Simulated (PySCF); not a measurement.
Species: C4H9N2 (doublet state).
SMILES with atom numbers: `[H]/[N:1]=[C:2]\[CH2:3][CH2:4][CH2:5][NH2:6]` (hydrogens: H7 on N1; H8, H9 on C3; H10, H11 on C4; H12, H13 on C5; H14, H15 on N6)

Geometry (GFN2-xTB, Å), atoms numbered from 1 in this order:
```xyz
15
C4H9N2 angstrom
N      3.298   -0.005   -0.979
C      2.094    0.156   -0.900
C      0.942   -0.125   -0.032
C     -0.177    0.910   -0.175
C     -1.416    0.492    0.614
N     -1.933   -0.767    0.098
H      3.920   -0.470   -0.310
H      0.544   -1.101   -0.324
H      1.258   -0.185    1.019
H      0.169    1.881    0.182
H     -0.437    1.011   -1.231
H     -1.145    0.330    1.662
H     -2.155    1.311    0.581
H     -2.737   -1.068    0.637
H     -2.232   -0.650   -0.865
```

The hyperfine couplings belong to this conformer and change with its torsions.

Method: PySCF 2.14.0, UKS B3LYP, pcH-1 on C H N, non-relativistic, mean-field spin-orbit, GIAO. Isolated species at its GFN2-xTB geometry (one conformer only). A GFN2-xTB geometry isn't a minimum of the functional, and hyperfine couplings can be far from their values at a DFT geometry. Stability of the SCF solution: not tested.

Computed for the main isotopes (class means, splittings of 0.05 mT or more): g = 2.0015; H7 1H +240.4 MHz (8.58 mT); N1 14N +129.9 MHz (4.64 mT); H8/H9 1H +27.9 MHz (0.99 mT); 18 first-order lines, 19.84 mT wide.

(1) What changes when 1H at H7 is replaced by 2H?

(2) What changes when 14N at N1 is replaced by 15N?

(3) Where do the 13C satellites of C2 appear, and how strong are they?

(4) Give position and intensity of the satellites from 13C at C3.

Results:

(1) At a fixed geometry a is proportional to g_N: 0.85744/5.58569 = 0.1535, so a goes from +240.4 to +36.9 MHz (1.317 mT). The spin goes from 1/2 to 1, so the 1:1 doublet becomes a 1:1:1 triplet. The spectrum then has 27 first-order lines over 13.90 mT.

(2) At a fixed geometry a is proportional to g_N: -0.56638/0.40376 = -1.4028, so a goes from +129.9 to -182.2 MHz (6.505 mT). The spin goes from 1 to 1/2, so the 1:1:1 triplet becomes a 1:1 doublet. The spectrum then has 12 first-order lines over 17.07 mT.

(3) a = +381.9 MHz, or 13.63 mT in magnitude, and I = 1/2, so to first order each main line has two satellites, at ±6.82 mT. The isotope's abundance is about 1.07 %, shared among 2 lines, so each has 0.54 % of the main line's intensity. At 340 mT second-order shifts move them to lower field by up to 0.14 mT.

(4) a = +95.3 MHz, or 3.40 mT in magnitude, and I = 1/2, so to first order each main line has two satellites, at ±1.70 mT. The isotope's abundance is about 1.07 %, shared among 2 lines, so each has 0.54 % of the main line's intensity.

Class means assume fast exchange of nuclei equivalent by connectivity; if that motion is slow, each nucleus keeps its own coupling. The 1H value of +27.9 MHz is a mean of couplings from -2.9 to 58.7 MHz in this one geometry, not an average over conformers.
